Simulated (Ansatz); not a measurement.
# BH₃S (triplet): from Hartree-Fock to the top rungs at distance B1–H4 along a hydrogen transfer = 1.580 Å, cc-pVDZ

One table from this session's results is given with a row withheld; the runs are named, their logs left out.

Computed with Ansatz 0.2.0, Gaussian basis. Level: cc-pVDZ, core rule «outside noble gas», up to 6 orbitals frozen.

To be run: UHF; CCSD(T) on ROHF; CCSD(T) on UHF; BCCD(T) on ROHF; CISD; CCSDT(Q) on ROHF; CCSDT(Q) on UHF; CASSCF and MRCISD+Q, 4 electrons in 4 orbitals; CASSCF and NEVPT2, 4 electrons in 4 orbitals.

11 further runs of the same task are left out: 5 for a known fault of the program, 2 for a mislabelled method, 4 that didn't finish.

## The geometry

The geometry derives from fragments relaxed apart (PBE0/def2-TZVP) and kept rigid, so it is no stationary point. A hydrogen atom is moved between rigid fragments.

5 atoms, charge 0, spin multiplicity 3.

Atoms are counted from 1 here; the program's logs count them from 0.

Bond lengths: B1–H2 1.193 Å, B1–H3 1.193 Å. Angles: H2–B1–H3 120.0°.

Set-up of the first run:

Contents of in.yaml:

```yaml
crystal:
  periodic: [false, false, false]
  atoms:
    - {symbol: B, position_ang: [-2.278895, 0.000000, 0.000000]}
    - {symbol: H, position_ang: [-2.875628, 1.033571, 0.000000]}
    - {symbol: H, position_ang: [-2.875628, -1.033571, 0.000000]}
    - {symbol: H, position_ang: [-0.698895, 0.000000, 0.000000]}
    - {symbol: S, position_ang: [0.971105, 0.000000, 0.000000]}
basis:
  gaussian: {orbitals: cc-pVDZ}
magnetization: {spin_polarized: true, initial_magnetization: 2}
hamiltonian: {xc: hf}
output: {orbitals: {seedname: orbitals}}
```

Started as:

```
ansatz run in.yaml --threads 1 --pin off --events-out ev --progress --plain --max-ram 2393MiB
```

Steps of the session up to this table: UHF; CCSD(T) on ROHF; CCSD(T) on UHF; BCCD(T) on ROHF; CISD; CCSDT(Q) on ROHF; CCSDT(Q) on UHF; CASSCF and MRCISD+Q, 4 electrons in 4 orbitals; CASSCF and NEVPT2, 4 electrons in 4 orbitals.

One table of the session follows, with a row left open; its other results are not shown here.

| method | from UCCSDT(Q) (kJ/mol) |
| --- | --- |
| ROHF | +654.8 |
| UHF | +622.4 |
| RMP2 | +122.3 |
| UMP2 | +129.0 |
| CISD | +66.7 |
| RCCSD | +16.5 |
| UCCSD | ? |
| RCCSD(T) | +3.4 |
| UCCSD(T) | +3.5 |
| BCCD(T) | +3.5 |
| RCCSDT | +0.8 |
| UCCSDT | +0.8 |
| RCCSDT(Q) | 0.0 |
| UCCSDT(Q) | 0 |
| CASSCF pair | +586.0 |
| NEVPT2 pair | +115.8 |
| MRCISD pair | +54.7 |
| MRCISD+Q pair | +2.7 |

Q: Estimate the row for UCCSD from the others.

The run gave: from UCCSDT(Q) (kJ/mol): +15.7. In the column «from UCCSDT(Q) (kJ/mol)» it lies between BCCD(T) (+3.5) and RCCSD (+16.5).

Among the levels timed on like hardware and quicker than the yardstick, those that no quicker one beats, quickest first: NEVPT2 pair (3.9 s, +115.8 kJ/mol); MRCISD+Q pair (4.4 s, +2.7 kJ/mol).

Limits of these values: Of the multireference levels listed MRCISD+Q pair comes nearest in total energy (+2.7 kJ/mol), which doesn't show that its space is the better one. Restricted and unrestricted rows rest on different reference determinants; where their highest levels disagree by more than a few hundredths of an eV, they describe different states and don't form one ladder.
